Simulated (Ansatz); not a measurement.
GaGeH₂ (H-bridged), quartet in cc-pVDZ: errors against UCCSDT(Q)

Geometry: that of the GaGeH2 (H-bridged), doublet, kept fixed. The doublet lies 3.2 eV lower here.

| atom | x (Å) | y (Å) | z (Å) |
| --- | --- | --- | --- |
| Ge | 0.0000 | -0.0037 | 1.1629 |
| Ga | 0.0000 | -0.0229 | -1.1765 |
| H | 0.0000 | 1.4325 | 0.2695 |
| H | 0.0000 | 0.4115 | -2.6972 |

Basis cc-pVDZ; Ansatz 0.2.0. Correlated methods freeze the noble-gas cores and the filled d shells of p-block atoms, which leaves 9 electrons in 36 orbitals. Prefix R: restricted or restricted open-shell reference; prefix U: unrestricted. Active spaces: valence = (9e, 10o) chosen from the atoms' valence shells. No spin–orbit coupling is included, and no scalar relativity.

Full CI isn't at hand for all of this; UCCSDT(Q) serves as the reference, and is uncertain by about the last step of the cluster series. The frozen core follows each run's orbitals, which can shift R against U totals by a few meV for light atoms and by up to 0.1 eV past Ca.

The UHF ⟨S²⟩ is 3.771 and the T1 diagnostic (RCCSD) is 0.0290. The largest doubles amplitude (RCCSD) is 0.071 and the T1 diagnostic (UCCSD) is 0.0265.

| level | E − E(UCCSDT(Q)) (kJ/mol) | share of correlation (%) | wall time |
| --- | --- | --- | --- |
| UHF | 415.9 | 3.22 | – |
| UMP2 | 104.2 | 75.75 | – |
| UCCSD | 18.4 | 95.71 | – |
| UCCSD(T) | 4.6 | 98.94 | 26 s |
| UCCSDT | 0.8 | 99.81 | – |

The correlation energy at UCCSDT(Q), counted from RHF, is -4.454 eV. That run took 38 s on 1 thread of Intel Xeon Platinum 8488C, shared host.

Run but not shown, since their state or frozen core can't be matched to the reference's or they repeat it: RHF, RMP2, RCCSD, RCCSD(T), BCCD(T), RCCSDT, RCCSDT(Q), CASSCF (valence space), NEVPT2 (valence space), MRCISD (valence space), MRCISD+Q (valence space).

Times hold each run's SCF and search for its determinant on a shared host, so for small cases they say little of a method's own cost; they ran on 1 thread of Intel Xeon Platinum 8488C.

Natural occupations of CASSCF (valence space) about the gap: 1.977 1.963 1.938 1.009 0.993 0.992 0.047 0.041 0.026 0.015; effectively unpaired electrons, Σ n²(2−n)², 3.04.
